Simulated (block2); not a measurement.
# SiO2 (silicon dioxide molecule) at DMRG/STO-3G

Aim: the vertical ionisation energy of SiO2 (silicon dioxide molecule) at DMRG/STO-3G, from 2 runs. 

The calculation is run with block2 0.5.4.

5 further runs of the same task are left out: 1 that didn't finish, 4 set aside as unsound or not needed. Runs told in other sessions of the task aren't counted.

## Step 1: The system as given

SiO2 has 3 atoms, charge 0, and is taken as a singlet. As SMILES, `O=[Si]=O`. The shape is that of a PBE0-D4/def2-TZVP optimisation.

Bond lengths: O1–Si2 1.506 Å, Si2–O3 1.506 Å. Angles: O1–Si2–O3 180.0°.

## Step 2: A single-point energy at DMRG/STO-3G

job.py

```python
import numpy as np
from pyscf import cc, dft, gto, mcscf, mp, scf
from pyblock2._pyscf.ao2mo import integrals as itg
from pyblock2.driver.core import DMRGDriver, SymmetryTypes

mol = gto.M(atom="""
O      1.31851861     2.32360724     0.98031432
Si    -0.00001890     0.00000000     0.00000000
O     -1.31851861    -2.32362614    -0.98031432
""", basis="sto-3g", unit="bohr", verbose=3)
print("basis functions         : %d" % (mol.nao))
mf = scf.RHF(mol)
mf.conv_tol = 1e-10
mf.max_cycle = 200
mf.kernel()
if not mf.converged:
    mf = mf.newton().run(mf.mo_coeff, mf.mo_occ)
print(f"reference energy        : {mf.e_tot:.10f}")
ref = mf
pt = mp.MP2(ref, frozen=7).run()
mycc = cc.CCSD(ref, frozen=7)
mycc.max_cycle = 150
mycc.kernel()
print(f"MP2 total energy        : {pt.e_tot:.10f}")
if mycc.converged:
    print(f"E(CCSD)                 : {mycc.e_tot:.10f}")
    print("CCSD(T) total energy    : %.10f" % (mycc.e_tot + mycc.ccsd_t()))
    print("T1 diagnostic           : %.4f" % (mycc.get_t1_diagnostic()))
ks = dft.RKS(mol, xc="r2scan").set(conv_tol=1e-9, verbose=3).run()
if ks.converged:
    print("E(r2SCAN)               : %.8f" % (ks.e_tot))
ks = dft.RKS(mol, xc="wb97x").set(conv_tol=1e-9, verbose=3).run()
if ks.converged:
    print("E(wB97X)                : %.8f" % (ks.e_tot))
ks = dft.RKS(mol, xc="lda,vwn5").set(conv_tol=1e-9, verbose=3).run()
if ks.converged:
    print("E(SVWN5)                : %.8f" % (ks.e_tot))
ks = dft.RKS(mol, xc="pbe").set(conv_tol=1e-9, verbose=3).run()
if ks.converged:
    print("E(PBE)                  : %.8f" % (ks.e_tot))
occ_no, mo = mcscf.addons.make_natural_orbitals(mp.MP2(mf, frozen=7).run())
mf.mo_coeff = mo
ncas, n_elec, spin, ecore, h1e, g2e, orb_sym = itg.get_rhf_integrals(mf, ncore=7, ncas=12, pg_symm=False, g2e_symm=1)
dmrg = DMRGDriver(scratch="./tmp", symm_type=SymmetryTypes.SU2, stack_mem=1500 << 20, n_threads=1)
idx = dmrg.orbital_reordering(h1e, g2e, method="fiedler")
print("orbital order:", idx.tolist())
h1e = h1e[np.ix_(idx, idx)]
g2e = g2e[np.ix_(idx, idx, idx, idx)]
orb_sym = np.array(orb_sym)[idx]
dmrg.initialize_system(n_sites=ncas, n_elec=n_elec, spin=spin, orb_sym=orb_sym)
mpo = dmrg.get_qc_mpo(h1e=h1e, g2e=g2e, ecore=ecore, iprint=1)
occs = np.array([1.8] * 8 + [0.2] * 4)[idx]
psi = dmrg.get_random_mps(tag="GS", bond_dim=50, nroots=1, occs=occs)
bond_dims = [50] * 2 + [75] * 2 + [100] * 2
noises = [0.0001] * 2 + [0.0001] * 2 + [1e-05] * 2 + [0]
thrds = [1e-07] * 6
e = dmrg.dmrg(mpo, psi, n_sweeps=12, tol=1e-06, bond_dims=bond_dims, noises=noises, thrds=thrds, iprint=1)
ms, dws, es = dmrg.get_dmrg_results()
print("max discarded weight    : %.3e" % (dws[-1]))
print(f"final energy            : {e:.10f}")
dm1 = dmrg.get_1pdm(psi)
print("occupation numbers      :", np.round(np.linalg.eigvalsh(dm1)[::-1], 5).tolist())
c_act = mf.mo_coeff[:, 7:19][:, idx]
dm_ao = c_act @ dm1 @ c_act.T + 2 * mf.mo_coeff[:, :7] @ mf.mo_coeff[:, :7].T
print("dipole moment (debye)   :", np.round(scf.hf.dip_moment(mol, dm_ao, verbose=0), 4).tolist())
print("largest bipartite entropy: %.4f" % (max(dmrg.get_bipartite_entanglement(psi))))
csf, coef = dmrg.get_csf_coefficients(psi, cutoff=0.1, iprint=1)
print(f"leading coefficient squared: {np.max(np.abs(coef)) ** 2:.4f}")
ci = mcscf.CASCI(mf, 12, (8, 8))
ci.fix_spin_(ss=0)
ci.fcisolver.conv_tol = 1e-10
ci.fcisolver.max_cycle = 200
ci.kernel()
print("E(FCI)                  : %.10f" % (ci.e_tot))
```

Launch:

```bash
$ python job.py
```

Log:

```text
basis functions         : 19
converged SCF energy = -433.136469635928
reference energy        : -433.1364696359
E(RMP2) = -433.343665586697  E_corr = -0.207195950769122
E(SCS-RMP2) = -433.333234712127  E_corr = -0.196765076198444
E(CCSD) = -433.3289566316645  E_corr = -0.1924869957363095
MP2 total energy        : -433.3436655867
E(CCSD)                 : -433.3289566317
CCSD(T) correction = -0.0366218130553524
CCSD(T) total energy    : -433.3655784447
T1 diagnostic           : 0.0387
converged SCF energy = -434.341609279773
E(r2SCAN)               : -434.34160928
converged SCF energy = -434.34000397046
E(wB97X)                : -434.34000397
converged SCF energy = -432.155914319225
E(SVWN5)                : -432.15591432
converged SCF energy = -434.106170657945
E(PBE)                  : -434.10617066
E(RMP2) = -433.343665586697  E_corr = -0.207195950769122
E(SCS-RMP2) = -433.333234712127  E_corr = -0.196765076198444
orbital order: [8, 4, 5, 11, 7, 10, 2, 0, 1, 6, 3, 9]
integral symmetrize error =  0.0
integral cutoff error =  0.0
mpo terms =      12299

Build MPO | Nsites =    12 | Nterms =      12299 | Algorithm = FastBIP | Cutoff = 1.00e-20
 Site =     0 /    12 .. Mmpo =    14 DW = 0.00e+00 NNZ =       14 SPT = 0.0000 Tmvc = 0.001 T = 0.002
 Site =     1 /    12 .. Mmpo =    46 DW = 0.00e+00 NNZ =      215 SPT = 0.6661 Tmvc = 0.001 T = 0.003
 Site =     2 /    12 .. Mmpo =    68 DW = 0.00e+00 NNZ =      429 SPT = 0.8629 Tmvc = 0.001 T = 0.003
 Site =     3 /    12 .. Mmpo =    98 DW = 0.00e+00 NNZ =      727 SPT = 0.8909 Tmvc = 0.001 T = 0.003
 Site =     4 /    12 .. Mmpo =   136 DW = 0.00e+00 NNZ =     1051 SPT = 0.9211 Tmvc = 0.001 T = 0.004
 Site =     5 /    12 .. Mmpo =   182 DW = 0.00e+00 NNZ =     1364 SPT = 0.9449 Tmvc = 0.001 T = 0.004
 Site =     6 /    12 .. Mmpo =   136 DW = 0.00e+00 NNZ =     5520 SPT = 0.7770 Tmvc = 0.001 T = 0.007
 Site =     7 /    12 .. Mmpo =    98 DW = 0.00e+00 NNZ =     1051 SPT = 0.9211 Tmvc = 0.000 T = 0.002
 Site =     8 /    12 .. Mmpo =    68 DW = 0.00e+00 NNZ =      727 SPT = 0.8909 Tmvc = 0.000 T = 0.001
 Site =     9 /    12 .. Mmpo =    46 DW = 0.00e+00 NNZ =      429 SPT = 0.8629 Tmvc = 0.000 T = 0.001
 Site =    10 /    12 .. Mmpo =    14 DW = 0.00e+00 NNZ =      215 SPT = 0.6661 Tmvc = 0.000 T = 0.001
 Site =    11 /    12 .. Mmpo =     1 DW = 0.00e+00 NNZ =       14 SPT = 0.0000 Tmvc = 0.000 T = 0.000
Ttotal =      0.030 Tmvc-total = 0.007 MPO bond dimension =   182 MaxDW = 0.00e+00
NNZ =        11756 SIZE =        97060 SPT = 0.8789

Rank =     0 Ttotal =      0.031 MPO method = FastBipartite bond dimension =     182 NNZ =        11756 SIZE =        97060 SPT = 0.8789

Sweep =    0 | Direction =  forward | Bond dimension =   50 | Noise =  1.00e-04 | Dav threshold =  1.00e-07
Time elapsed =      0.379 | E =    -433.3421359584 | DW = 3.67380e-06

Sweep =    1 | Direction = backward | Bond dimension =   50 | Noise =  1.00e-04 | Dav threshold =  1.00e-07
Time elapsed =      0.951 | E =    -433.3610095589 | DE = -1.89e-02 | DW = 4.10777e-05

Sweep =    2 | Direction =  forward | Bond dimension =   75 | Noise =  1.00e-04 | Dav threshold =  1.00e-07
Time elapsed =      1.704 | E =    -433.3629740449 | DE = -1.96e-03 | DW = 1.51307e-05

Sweep =    3 | Direction = backward | Bond dimension =   75 | Noise =  1.00e-04 | Dav threshold =  1.00e-07
Time elapsed =      2.534 | E =    -433.3630398932 | DE = -6.58e-05 | DW = 1.59793e-05

Sweep =    4 | Direction =  forward | Bond dimension =  100 | Noise =  1.00e-05 | Dav threshold =  1.00e-07
Time elapsed =      3.605 | E =    -433.3630935743 | DE = -5.37e-05 | DW = 3.77821e-06

Sweep =    5 | Direction = backward | Bond dimension =  100 | Noise =  1.00e-05 | Dav threshold =  1.00e-07
Time elapsed =      4.751 | E =    -433.3631012895 | DE = -7.72e-06 | DW = 3.57097e-06

Sweep =    6 | Direction =  forward | Bond dimension =  100 | Noise =  0.00e+00 | Dav threshold =  1.00e-07
Time elapsed =      5.857 | E =    -433.3631062347 | DE = -4.95e-06 | DW = 3.02587e-06

Sweep =    7 | Direction = backward | Bond dimension =  100 | Noise =  0.00e+00 | Dav threshold =  1.00e-07
Time elapsed =      6.884 | E =    -433.3631067606 | DE = -5.26e-07 | DW = 3.09407e-06

max discarded weight    : 3.094e-06
final energy            : -433.3631067606
occupation numbers      : [1.99726, 1.99656, 1.95798, 1.95559, 1.95559, 1.91862, 1.91862, 1.91602, 0.12619, 0.12618, 0.11516, 0.0162]
dipole moment (debye)   : [0.0, 0.0, 0.0]
largest bipartite entropy: 0.6376
DTRIE T =      0.001
Number of CSF =          6 (cutoff =       0.1)
Sum of weights of included CSF =    0.891749879085882

CSF          0 022020222220  =   -0.894210633276918
CSF          1 +2-020222+2-  =    0.155070964418592
CSF          2 0220+-222+2-  =    0.142405238781786
CSF          3 +2-0+-222220  =    0.142398596851625
CSF          4 0220202222+-  =   -0.117332370232344
CSF          5 +-2020222220  =   -0.117331670458210
leading coefficient squared: 0.7996
CASCI E = -433.363114457382  E(CI) = -57.6677136164571  S^2 = 0.0000000
E(FCI)                  : -433.3631144574
```

It took 18 s on 1 thread of Arm Neoverse V2, shared host; peak memory 0.3 GiB.

## Step 3: The doublet cation: a single-point energy at DMRG/STO-3G

mol.xyz

```xyz
3
O2Si
O      0.697730     1.229600     0.518760
Si    -0.000010     0.000000     0.000000
O     -0.697730    -1.229610    -0.518760
```

dmrg.py

```python
import numpy as np
from pyscf import cc, dft, gto, mcscf, mp, scf
from pyblock2._pyscf.ao2mo import integrals as itg
from pyblock2.driver.core import DMRGDriver, SymmetryTypes

geom = "mol.xyz"
mol = gto.M(
    atom=geom,
    basis="sto-3g",
    charge=1,
    spin=1,
    verbose=3,
)
print("basis functions         : %d" % (mol.nao))
mf = scf.ROHF(mol)
mf.conv_tol = 1e-10
mf.max_cycle = 200
mf.kernel()
if not mf.converged:
    mf = mf.newton().run(mf.mo_coeff, mf.mo_occ)
print("SCF energy              : %.10f" % (mf.e_tot))
ref = scf.UHF(mol).run(mf.make_rdm1(), conv_tol=1e-10)
pt = mp.MP2(ref, frozen=7).run()
mycc = cc.CCSD(ref, frozen=7)
mycc.max_cycle = 150
mycc.kernel()
print("E(MP2)                  : %.10f" % (pt.e_tot))
if mycc.converged:
    print(f"CCSD total energy       : {mycc.e_tot:.10f}")
    print(f"CCSD(T) total energy    : {mycc.e_tot + mycc.ccsd_t():.10f}")
ks = dft.UKS(mol, xc="r2scan").set(conv_tol=1e-9, verbose=3).run(mf.make_rdm1())
if ks.converged:
    print("E(r2SCAN)               : %.8f" % (ks.e_tot))
ks = dft.UKS(mol, xc="wb97x").set(conv_tol=1e-9, verbose=3).run(mf.make_rdm1())
if ks.converged:
    print(f"E(wB97X)                : {ks.e_tot:.8f}")
ks = dft.UKS(mol, xc="lda,vwn5").set(conv_tol=1e-9, verbose=3).run(mf.make_rdm1())
if ks.converged:
    print(f"E(SVWN5)                : {ks.e_tot:.8f}")
ks = dft.UKS(mol, xc="pbe").set(conv_tol=1e-9, verbose=3).run(mf.make_rdm1())
if ks.converged:
    print(f"E(PBE)                  : {ks.e_tot:.8f}")
occ_no, mo = mcscf.addons.make_natural_orbitals(mp.MP2(mf.to_uhf(), frozen=7).run())
mf.mo_coeff = mo
ncas, n_elec, spin, ecore, h1e, g2e, orb_sym = itg.get_rhf_integrals(mf, ncore=7, ncas=12, pg_symm=False, g2e_symm=1)
driver = DMRGDriver(scratch="./tmp", symm_type=SymmetryTypes.SU2, stack_mem=1500 << 20, n_threads=1)
idx = driver.orbital_reordering(h1e, g2e, method="fiedler")
print("orbital order:", idx.tolist())
h1e = h1e[np.ix_(idx, idx)]
g2e = g2e[np.ix_(idx, idx, idx, idx)]
orb_sym = np.array(orb_sym)[idx]
driver.initialize_system(n_sites=ncas, n_elec=n_elec, spin=spin, orb_sym=orb_sym)
mpo = driver.get_qc_mpo(h1e=h1e, g2e=g2e, ecore=ecore, iprint=0)
occs = np.array([1.8] * 7 + [1.0] * 1 + [0.2] * 4)[idx]
ket = driver.get_random_mps(tag="GS", bond_dim=25, nroots=1, occs=occs)
bond_dims = [25] * 2 + [50] * 2 + [100] * 4
noises = [0.0001] * 2 + [0.0001] * 2 + [1e-05] * 4 + [0]
thrds = [1e-09] * 8
e = driver.dmrg(mpo, ket, n_sweeps=14, tol=1e-06, bond_dims=bond_dims, noises=noises, thrds=thrds, iprint=1)
ms, dws, es = driver.get_dmrg_results()
print("DW                      : %.3e" % (dws[-1]))
print(f"E(final)                : {e:.10f}")
dm1 = driver.get_1pdm(ket)
print("natural occupations     :", np.round(np.linalg.eigvalsh(dm1)[::-1], 5).tolist())
c_act = mf.mo_coeff[:, 7:19][:, idx]
dm_ao = c_act @ dm1 @ c_act.T + 2 * mf.mo_coeff[:, :7] @ mf.mo_coeff[:, :7].T
print("dipole / D              :", np.round(scf.hf.dip_moment(mol, dm_ao, verbose=0), 4).tolist())
print("largest bipartite entropy: %.4f" % (max(driver.get_bipartite_entanglement(ket))))
ci = mcscf.CASCI(mf, 12, (8, 7))
ci.fix_spin_(ss=0.75)
ci.fcisolver.conv_tol = 1e-10
ci.fcisolver.max_cycle = 200
ci.kernel()
print("E(FCI)                  : %.10f" % (ci.e_tot))
```

Launch:

```bash
$ python dmrg.py
```

Log:

```text
basis functions         : 19
converged SCF energy = -432.884909717809
SCF energy              : -432.8849097178
converged SCF energy = -432.956231074205  <S^2> = 1.2257954  2S+1 = 2.4296464
E(UMP2) = -433.066879502333  E_corr = -0.110648428128057
E(SCS-UMP2) = -433.060963424524  E_corr = -0.104732350319336
E(UCCSD) = -433.1233942905349  E_corr = -0.1671632163298474
E(MP2)                  : -433.0668795023
CCSD total energy       : -433.1233942905
UCCSD(T) correction = -0.00960149524193835
CCSD(T) total energy    : -433.1329957858
converged SCF energy = -434.057189469665  <S^2> = 0.80096521  2S+1 = 2.0503319
E(r2SCAN)               : -434.05718947
converged SCF energy = -434.062925883214  <S^2> = 0.86546146  2S+1 = 2.1123082
E(wB97X)                : -434.06292588

WARN: HOMO -0.478688102619804 >= LUMO -0.478191442013664

WARN: HOMO -0.47928598846984 >= LUMO -0.478405500574459

WARN: HOMO -0.479522284337924 >= LUMO -0.478557707986476

WARN: HOMO -0.479388547653755 >= LUMO -0.479302670821637

WARN: HOMO -0.479434327986929 >= LUMO -0.479262564873142

WARN: HOMO -0.47961545005545 >= LUMO -0.479031963724283

WARN: HOMO -0.47936377806468 >= LUMO -0.47925950950271

WARN: HOMO -0.479427974598755 >= LUMO -0.47919289195009

WARN: HOMO -0.479320892978348 >= LUMO -0.479299457688256

WARN: HOMO -0.479350925837228 >= LUMO -0.479270654128384

WARN: HOMO -0.47931142056446 >= LUMO -0.479310918194101

WARN: HOMO -0.479313191371655 >= LUMO -0.479309244105885

WARN: HOMO -0.479319353723456 >= LUMO -0.47930280772074

WARN: HOMO -0.47931527395701 >= LUMO -0.479307677198289

WARN: HOMO -0.47931451692792 >= LUMO -0.479308839916151

WARN: HOMO -0.479312439831572 >= LUMO -0.479310813973028

WARN: HOMO -0.479312628659372 >= LUMO -0.479310576171481

WARN: HOMO -0.479312515293984 >= LUMO -0.479310698854876

WARN: HOMO -0.479312720299899 >= LUMO -0.479310378783078

WARN: HOMO -0.479312759307374 >= LUMO -0.479310273868829

WARN: HOMO -0.479313217217895 >= LUMO -0.479310030924098

WARN: HOMO -0.479312798105557 >= LUMO -0.47931043564288

WARN: HOMO -0.479312788137388 >= LUMO -0.479310514915742

WARN: HOMO -0.47931181309787 >= LUMO -0.479311479242558

WARN: HOMO -0.479312081079861 >= LUMO -0.479311212608785

WARN: HOMO -0.479312012416095 >= LUMO -0.479311315073015

WARN: HOMO -0.479312245473765 >= LUMO -0.479311046733337

WARN: HOMO -0.479312256677394 >= LUMO -0.47931103013387

WARN: HOMO -0.479312084632389 >= LUMO -0.47931120424338

WARN: HOMO -0.479311691243166 >= LUMO -0.479311601268403

WARN: HOMO -0.479311952073934 >= LUMO -0.479311342709203

WARN: HOMO -0.479311754374389 >= LUMO -0.479311561591888

WARN: HOMO -0.479312128517827 >= LUMO -0.479311213663025

WARN: HOMO -0.479311797298522 >= LUMO -0.479311518955481

WARN: HOMO -0.479311763322654 >= LUMO -0.47931156929964

WARN: HOMO -0.479311740694409 >= LUMO -0.479311592069671

WARN: HOMO -0.479311723825847 >= LUMO -0.479311607417843

WARN: HOMO -0.479311705502593 >= LUMO -0.479311619674806

WARN: HOMO -0.479312199749082 >= LUMO -0.479311222603112

WARN: HOMO -0.479312391419704 >= LUMO -0.47931106713066

WARN: HOMO -0.479326688180827 >= LUMO -0.479296069979135

WARN: HOMO -0.479313319046559 >= LUMO -0.47930980563361

WARN: HOMO -0.479315037815429 >= LUMO -0.479307874103664

WARN: HOMO -0.479312220650217 >= LUMO -0.479311136308669

WARN: HOMO -0.479311864763229 >= LUMO -0.479311450989808

WARN: HOMO -0.479312009749619 >= LUMO -0.479311334143253

SCF not converged.
SCF energy = -431.863921539881 after 50 cycles  <S^2> = 0.76299224  2S+1 = 2.0129503
converged SCF energy = -433.822236415789  <S^2> = 0.77219948  2S+1 = 2.0220776
E(PBE)                  : -433.82223642
E(UMP2) = -433.103876602469  E_corr = -0.218966884660897
E(SCS-UMP2) = -433.094016441742  E_corr = -0.209106723933097
orbital order: [10, 2, 4, 11, 8, 3, 5, 1, 0, 7, 6, 9]

Sweep =    0 | Direction =  forward | Bond dimension =   25 | Noise =  1.00e-04 | Dav threshold =  1.00e-09
Time elapsed =      0.346 | E =    -433.1157151196 | DW = 7.44565e-05

Sweep =    1 | Direction = backward | Bond dimension =   25 | Noise =  1.00e-04 | Dav threshold =  1.00e-09
Time elapsed =      0.648 | E =    -433.1286228559 | DE = -1.29e-02 | DW = 6.50873e-04

Sweep =    2 | Direction =  forward | Bond dimension =   50 | Noise =  1.00e-04 | Dav threshold =  1.00e-09
Time elapsed =      1.164 | E =    -433.1342220856 | DE = -5.60e-03 | DW = 1.09979e-04

Sweep =    3 | Direction = backward | Bond dimension =   50 | Noise =  1.00e-04 | Dav threshold =  1.00e-09
Time elapsed =      1.865 | E =    -433.1358346205 | DE = -1.61e-03 | DW = 2.79557e-04

Sweep =    4 | Direction =  forward | Bond dimension =  100 | Noise =  1.00e-05 | Dav threshold =  1.00e-09
Time elapsed =      3.221 | E =    -433.1369109464 | DE = -1.08e-03 | DW = 1.66079e-05

Sweep =    5 | Direction = backward | Bond dimension =  100 | Noise =  1.00e-05 | Dav threshold =  1.00e-09
Time elapsed =      5.176 | E =    -433.1371080239 | DE = -1.97e-04 | DW = 3.87795e-05

Sweep =    6 | Direction =  forward | Bond dimension =  100 | Noise =  1.00e-05 | Dav threshold =  1.00e-09
Time elapsed =      7.106 | E =    -433.1371100611 | DE = -2.04e-06 | DW = 4.29914e-05

Sweep =    7 | Direction = backward | Bond dimension =  100 | Noise =  1.00e-05 | Dav threshold =  1.00e-09
Time elapsed =      9.000 | E =    -433.1371155854 | DE = -5.52e-06 | DW = 3.96425e-05

Sweep =    8 | Direction =  forward | Bond dimension =  100 | Noise =  0.00e+00 | Dav threshold =  1.00e-07
Time elapsed =     10.426 | E =    -433.1371162779 | DE = -6.93e-07 | DW = 3.92233e-05

DW                      : 3.922e-05
E(final)                : -433.1371162779
natural occupations     : [1.99659, 1.99634, 1.95999, 1.9549, 1.93571, 1.9253, 1.84255, 1.04834, 0.11307, 0.1068, 0.10446, 0.01595]
dipole / D              : [-0.0, 0.0, 0.0]
largest bipartite entropy: 0.7564
CASCI E = -433.137221277576  E(CI) = -57.4384127081988  S^2 = 0.7500000
E(FCI)                  : -433.1372212776
```

It took 32 s on 1 thread of Arm Neoverse V2, shared host; peak memory 0.33 GiB.

## Step 4: Summary of results

Level: DMRG/STO-3G, 7 core orbitals frozen.

```
                                                                   quantity          value
                                           run 1, DMRG/STO-3G: total energy  -433.36311 Eh
run 1, DMRG/STO-3G: dipole moment (of the density that the program reports)         0.00 D
                         run 1, DMRG/STO-3G: T1 diagnostic of the CCSD step          0.039
                                               doublet cation: total energy  -433.13712 Eh
                         vertical ionisation energy (to the doublet cation)       6.150 eV
```

The vertical ionisation energy comes to 6.15 eV (593 kJ/mol). In a minimal basis such a difference can be off by several eV, whatever the method. The T1 diagnostic (run 1, DMRG/STO-3G) of 0.039 is above the customary mark for such species, so a single reference may not serve.
